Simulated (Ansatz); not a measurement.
## Reading a saddle point

A first-order saddle point of SiH5SO, doublet, PBE0-D4/def2-TZVP, with one imaginary mode of 595i cm⁻¹:

H1  (0.250, -0.020, 1.083)
Si2  (0.655, 0.395, -0.636)
O3  (-0.775, 1.021, -1.135)
S4  (-0.829, -0.616, 1.995)
H5  (1.706, 1.398, -0.936)
H6  (0.970, -0.933, -1.235)
H7  (-1.561, 0.598, -0.778)
H8  (-0.415, -1.843, 1.641)
(Å)

Program: Ansatz 0.2.0. Basis: def2-TZVPP and def2-QZVPP. Cores are frozen in the correlated methods; orbitals are unrestricted. Extrapolation: Hartree–Fock as exp(−7.88 √X), correlation as X^−2.97.

Which contacts change along the imaginary mode, and what lies on either side? (Judge from chemistry; the calculation decides.)

By the calculation: The step is SiH₄O ([OH][SiH3]) + HS → SiH₃O ([OH][SiH2]) + H₂S, with the molecules in contact on both sides. Shortening one way: H1–S4; lengthening the same way: H1–Si2.
```
  pair  one side (Å)  saddle (Å)  other side (Å)
 H1–S4          2.19        1.53            1.34
H1–Si2          1.52        1.81            3.96
```

Which side is lower, and how far does the saddle lie above each? (To be estimated.)

The calculation gives: The side with H1–S4 short is lower by 3.3 kJ/mol; the saddle lies 28.5 kJ/mol above it and 25.2 kJ/mol above the other (CCSD(T) at an estimated basis limit (MP2 extrapolated from triple and quadruple zeta, plus CCSD(T) − MP2 in triple zeta); electronic energies).

No T1 diagnostic of these runs exceeds 0.016. ⟨S²⟩ of the unrestricted Hartree–Fock references: 0.75 to 0.79 (a pure state has 0.75).

Radical steps of this kind take place in plasma deposition and etching.

Labels in which every atom is bracketed show which atoms are joined, not bond orders.

For scale, one of the runs: CCSD(T)/def2-TZVPP, 185 basis functions (an equivalent command: `ansatz run in.yaml --threads 4`). The run took 37 s on 4 CPU threads (shared host), with 4.7 GiB of host memory at its peak.
